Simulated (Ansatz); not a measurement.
Results of PBE0 (plane waves, PAW; Ansatz, a program for electronic structure) for zinc-blende HgTe.

Run with plane-wave cutoff 460 eV, 8×8×8 k mesh, Fermi–Dirac smearing 0.01 eV, scalar-relativistic PAW data made under PBE.

Computed at the level's own relaxed cell.

### Question
Give the computed volume per atom, bulk modulus B0, lattice parameter a and band gap.

### Answer

- volume per atom = 35.25 Å³/atom
- bulk modulus B0 = 41.5 GPa
- lattice parameter a = 6.558 Å
- band gap = 0.36 eV (on the SCF k mesh)

Measured, for comparison: equilibrium volume per atom 33.70 Å³/atom, lattice constant a 6.46 Å (room temperature, not corrected to a static lattice; as tabulated in Cava et al. (2013), arXiv:1302.1059); bulk modulus 42.3 GPa (temperature not stated, not corrected to a static lattice; as tabulated in Toher et al. (2017), arXiv:1611.05714). Computed (rounded) less measured: equilibrium volume per atom +4.6 %, bulk modulus -2 %, lattice constant a +1.5 %.

Spin–orbit coupling is not included; with these elements it can move the gap by several tenths of an eV or more.

Cost on a shared machine: roughly 30 core-minutes.
